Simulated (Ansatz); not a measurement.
C$_{2}$H$_{4}$F$_{2}$O (`OC(F)CF`), relaxed with RKS PBE-D4/def2-SVP in Ansatz from a rough embedded geometry. The force threshold is 0.03 eV/Å; the program also tests the step.

Charge 0, multiplicity 1.

Start:

```xyz
9

O     0.787    1.354   -0.088
C    -0.345    0.561   -0.039
F    -0.852    0.727    1.214
C    -0.079   -0.840   -0.283
F     0.831   -1.342    0.684
H     1.296    1.119    0.763
H    -1.056    0.978   -0.793
H     0.384   -1.043   -1.257
H    -0.967   -1.513   -0.200
```

(1) How much energy does the relaxation release, and in how many steps? (Estimate.)

(2) Which bonds change most? (Best estimate.)

(3) Give the relaxed structure. (Best estimate.)

Results:

(1) Ansatz gave: 31.92 kJ/mol, in 6 steps.

(2) Ansatz gave: C2–C4 from 1.447 to 1.527 Å; O1–H6 from 1.019 to 0.981 Å; C2–F3 from 1.362 to 1.399 Å; C4–F5 from 1.419 to 1.393 Å.

(3) The calculation gave: 
```xyz
9

O     0.772    1.376    0.073
C    -0.370    0.616   -0.021
F    -1.138    0.716    1.144
C    -0.041   -0.858   -0.246
F     0.985   -1.214    0.626
H     1.396    0.854    0.621
H    -0.987    1.018   -0.856
H     0.311   -1.013   -1.290
H    -0.928   -1.496   -0.050
```
